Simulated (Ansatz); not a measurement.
The same path of BH3 + ClH (6 atoms, charge 0, multiplicity 1) was run twice with different band settings. Lost on the way: B1–H2, Cl5–H6. Made: B1–Cl5, H2–H6.

Theory: Ansatz 0.2.0, RHF/def2-SVPD.

Relaxed end points:

```xyz
6
Properties=species:S:1:pos:R:3
B -0.012 0.474 -0.159
H -0.027 0.849 0.979
H 1.032 0.340 -0.729
H -1.041 0.271 -0.733
Cl 0.091 -2.630 1.060
H 0.086 -2.229 2.271
```

```xyz
6
Properties=species:S:1:pos:R:3
B 0.024 -0.565 -0.662
H -0.007 0.360 2.624
H 1.055 0.029 -0.677
H -1.044 -0.039 -0.676
Cl 0.081 -2.326 -0.625
H 0.020 -0.383 2.705
```

Common settings: movable images 5; climbing image yes; optimiser quadratic models (default); start path through a guess of the saddle point; force threshold 0.03 eV/Å; iteration limit 60; end points relaxed.

| run | spring |
| --- | --- |
| 1 | 5.0 eV/Å² |
| 2 | 0.1 eV/Å² |

Task: What does each run give, and how far can it be trusted?

Result: Run 1: converged after 18 iterations, highest image 1.137 eV above the first end. Neighbouring images differ by up to 1.3 eV, so the band resolves the path poorly. A vibrational analysis at the climbing image gives one clearly imaginary mode, 1351i cm⁻¹: a first-order saddle point.
Run 2: converged after 14 iterations, highest image 1.137 eV above the first end. Neighbouring images differ by up to 1.3 eV, so the band resolves the path poorly. Another band between the same ends (5 images) ends at a top of the same energy, where a vibrational analysis finds 1 clearly imaginary mode.
The orbitals stay closed-shell, which can raise the energy where a bond breaks towards radicals; this wasn't checked here.
